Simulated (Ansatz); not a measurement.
# AlBN (sextet): wave-function methods side by side, cc-pVTZ

One table from this session's results is given with a row withheld; the runs are named, their logs left out.

Program: Ansatz 0.2.0, Gaussian basis. Level of theory: cc-pVTZ, core rule «outside noble gas», up to 7 orbitals frozen. These are calculated values, not measurements.

Plan: UHF; CCSD(T) on ROHF; CCSD(T) on UHF; BCCD(T) on ROHF; CCSDT(Q) on ROHF; CCSDT(Q) on UHF; CASSCF and MRCISD+Q, 11 electrons in 12 orbitals; CASSCF and NEVPT2, 11 electrons in 12 orbitals.

8 further runs of the same task are left out: 3 for a known fault of the program, 5 set aside as unsound or not needed.

## What is computed

The geometry is a PBE0/def2-TZVP stationary point (not a proven minimum) of the parent state, kept for this charge and spin.

3 atoms, charge 0, spin multiplicity 6.

Atoms are counted from 1 here; the program's logs count them from 0.

Bond lengths: Al1–B2 2.045 Å, B2–N3 1.326 Å. Angles: Al1–B2–N3 180.0°.

Set-up of the first run:

File in.yaml:

```yaml
crystal:
  periodic: [false, false, false]
  atoms:
    - {symbol: Al, position_ang: [0.000000, 0.000000, 1.805400]}
    - {symbol: B, position_ang: [0.000000, 0.000000, -0.239500]}
    - {symbol: N, position_ang: [0.000000, 0.000000, -1.565900]}
basis:
  gaussian: {orbitals: cc-pVTZ}
magnetization: {spin_polarized: true, initial_magnetization: 5}
hamiltonian: {xc: hf}
output: {orbitals: {seedname: orbitals}}
```

Run with:

```sh
$ ansatz run in.yaml --threads 1 --pin off --events-out ev --progress --plain --max-ram 2816MiB --backend cpu
```

Among the steps run: UHF; CCSD(T) on ROHF; CCSD(T) on UHF; BCCD(T) on ROHF; CCSDT(Q) on ROHF; CCSDT(Q) on UHF; CASSCF and MRCISD+Q, 11 electrons in 12 orbitals; CASSCF and NEVPT2, 11 electrons in 12 orbitals.

One of the session's tables, all rows but one given; the rest of the session is left out.

```
          method  from UCCSDT(Q) (kJ/mol)
            ROHF                   +733.8
             UHF                   +715.3
            RMP2                   +125.2
            UMP2                   +127.1
           RCCSD                    +38.4
           UCCSD                    +37.7
        RCCSD(T)                     +7.5
        UCCSD(T)                     +7.2
         BCCD(T)                     +7.2
          RCCSDT                     +2.3
          UCCSDT                     +2.0
       RCCSDT(Q)                     +0.4
       UCCSDT(Q)                        0
  CASSCF valence                   +541.4
  NEVPT2 valence                        ?
  MRCISD valence                    +45.1
MRCISD+Q valence                     +8.1
```

Estimate the missing values for NEVPT2 valence.

**Answer.** from UCCSDT(Q) (kJ/mol): +109.8. In the column «from UCCSDT(Q) (kJ/mol)» it lies between MRCISD valence (+45.1) and RMP2 (+125.2).

To keep in mind: Restricted and unrestricted rows rest on different reference determinants; where their highest levels disagree by more than a few hundredths of an eV, they describe different states and don't form one ladder.
